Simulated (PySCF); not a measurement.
# BH₂: from HF to coupled cluster

How much do the numbers for BH₂ (doublet) hang on the method? All levels run at one geometry, the PBE0 minimum.

Method: several methods, basis B def2-TZVP, H def2-TZVP, no relativity, density fitting; program: PySCF 2.14.0.

### Step 1. The starting structure

3 atoms, charge 0, spin multiplicity 2.

Bond lengths: B1–H2 1.191 Å, B1–H3 1.191 Å. Angles: H2–B1–H3 129.4°.

Coordinates in bohr (charge 0 multiplicity 2):
```
B     0.0000    0.0000   -0.1488
H     2.0354    0.0000    0.8128
H    -2.0354    0.0000    0.8128
```

### Step 2. PBE0

One driver script runs all steps and calls PySCF; scf.py shows the equivalent input of each level. Each SCF starts from the density of the minimum. The driver also runs the species with one electron less or more at the same geometry (one less: multiplicity 1, one more: multiplicity 3); their logs are not shown.

File scf.py:

```python
from pyscf import gto, scf, dft
mol = gto.M(atom='''
B      0.000000    -0.000000    -0.078746
H      1.077106    -0.000000     0.430104
H     -1.077106     0.000000     0.430104''',
    basis={'B': 'def2-TZVP', 'H': 'def2-TZVP'},
    charge=0, spin=1)
mf = dft.UKS(mol, xc='PBE0')
mf.grids.atom_grid = (99, 590)
aux = {'B': 'def2-universal-JKFIT', 'H': 'def2-universal-JKFIT'}
mf = mf.density_fit(auxbasis=aux)
mf.kernel()
```

### Step 3. CCSD(T)

scf.py: that of step 2 with these lines changed.

```diff
@@ -8,2 +8 @@
-mf = dft.UKS(mol, xc='PBE0')
-mf.grids.atom_grid = (99, 590)
+mf = scf.UHF(mol)
@@ -12,0 +12,3 @@
+from pyscf import cc
+mycc = cc.CCSD(mf, frozen=1).run()
+mycc.ccsd_t()
```

### Step 4. HF

scf.py: that of step 3 with these lines changed.

```diff
@@ -12,3 +11,0 @@
-from pyscf import cc
-mycc = cc.CCSD(mf, frozen=1).run()
-mycc.ccsd_t()
```

### Step 5. PBE

scf.py: that of step 4 with these lines changed.

```diff
@@ -8 +8,2 @@
-mf = scf.UHF(mol)
+mf = dft.UKS(mol, xc='PBE')
+mf.grids.atom_grid = (99, 590)
```

### Step 6. r2SCAN

scf.py: that of step 5 with these lines changed.

```diff
@@ -8 +8 @@
-mf = dft.UKS(mol, xc='PBE')
+mf = dft.UKS(mol, xc='R2SCAN')
```

### Step 7. B3LYP

scf.py: that of step 6 with these lines changed.

```diff
@@ -8 +8 @@
-mf = dft.UKS(mol, xc='R2SCAN')
+mf = dft.UKS(mol, xc='B3LYP')
```

### Step 8. TPSSh

scf.py: that of step 7 with these lines changed.

```diff
@@ -8 +8 @@
-mf = dft.UKS(mol, xc='B3LYP')
+mf = dft.UKS(mol, xc='TPSSH')
```

### Step 9. CAM-B3LYP

scf.py: that of step 8 with these lines changed.

```diff
@@ -8 +8 @@
-mf = dft.UKS(mol, xc='TPSSH')
+mf = dft.UKS(mol, xc='CAMB3LYP')
```

### Step 10. M06-L

scf.py: that of step 9 with these lines changed.

```diff
@@ -8 +8 @@
-mf = dft.UKS(mol, xc='CAMB3LYP')
+mf = dft.UKS(mol, xc='M06L')
```

(Steps that only read results are left out.)

Before running it: what results should come out? Wanted: atomisation energy, CCSD(T) in this basis; vertical ionisation energy, CCSD(T); vertical electron affinity; orbital gap, range; T1, D1; T1, D1 of the cation; T1, D1 of the anion.

As calculated:

```
                                 quantity                        value
atomisation energy, CCSD(T) in this basis                   686 kJ/mol
      vertical ionisation energy, CCSD(T)                      8.96 eV
               vertical electron affinity       negative in this basis
                       orbital gap, range  1.46 (PBE) to 10.63 (HF) eV
                                   T1, D1                 0.010, 0.024
                     T1, D1 of the cation                 0.009, 0.017
                      T1, D1 of the anion                 0.013, 0.032
```

What this shows: In atomisation energy the functionals lie from +31 kJ/mol (PBE) to +58 kJ/mol (TPSSh) against CCSD(T). In a basis of this size CCSD(T) binds too weakly, often by tens of kJ/mol, while functionals are nearer their limits, so this ranks no functional. HF lacks the correlation that pairing electrons in bonds brings, so it binds too weakly, by 87 kJ/mol even against this CCSD(T). Against CCSD(T), the vertical ionisation energy is best met by TPSSh (+0.22 eV) and worst by r2SCAN (+0.37 eV). CCSD(T) took 8.3 s, about 2.8 times as long as TPSSh (3 s), which misses it by 0.22 eV. A negative electron affinity (at CCSD(T)) reflects the basis more than the molecule, so no ranking is made on it; without diffuse functions even a bound anion can come out this way. PBE's −ε(HOMO), 4.9 eV, falls 4.0 eV short of the ionisation energy, while its energy difference gives 9.2 eV.
